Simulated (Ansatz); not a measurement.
**Worked example: AsH2, quartet against AsH$_{2}$, doublet**

Geometry (PBE0/def2-TZVP stationary point of a doublet), kept for both states (AsH2, doublet: B1; AsH2, quartet: A2):

```xyz
3

As    0.0000   -0.0281    0.0000
H     0.0000    1.0445   -1.0859
H     0.0000    1.0445    1.0859
```

Basis cc-pVDZ; Ansatz 0.2.0. Correlated methods freeze the noble-gas cores and the filled d shells of p-block atoms. Prefix R: restricted or restricted open-shell reference. No spin–orbit coupling is included, and no scalar relativity.

Full CI is exact within this basis and frozen core; it isn't the basis-set limit.

| level | E(AsH2, doublet) (hartree) | E(AsH2, quartet) (hartree) |
| --- | --- | --- |
| RCCSD(T) | -2235.435853 | -2235.212947 |
| PBE | -2236.662477 | -2236.437189 |
| wB97M-V | -2236.870931 | -2236.638628 |
| full CI | -2235.436484 | -2235.214235 |

Q: Give the vertical gap, AsH2 quartet less AsH2 doublet, at each level in eV (1 hartree = 27.2114 eV), and each error against full CI.

A: full CI: (-2235.214235 − (-2235.436484)) × 27.2114 = 6.048 eV (the reference)
wB97M-V: (-2236.638628 − (-2236.870931)) × 27.2114 = 6.321 eV, error 0.273 eV
PBE: (-2236.437189 − (-2236.662477)) × 27.2114 = 6.130 eV, error 0.082 eV
RCCSD(T): (-2235.212947 − (-2235.435853)) × 27.2114 = 6.066 eV, error 0.018 eV

Total energies of functionals can't be set beside those of wave-function methods, since they hold the core's correlation and their own absolute errors; only the differences compare.

In so small a basis the reference is far from its limit while semilocal and hybrid functionals are nearer theirs, so the functionals' errors here hold much of the reference's basis and frozen-core error, which can add to them or hide them.

Each level lands on the state that its own search finds. T1 diagnostics of restricted CCSD: 0.017 and 0.021.
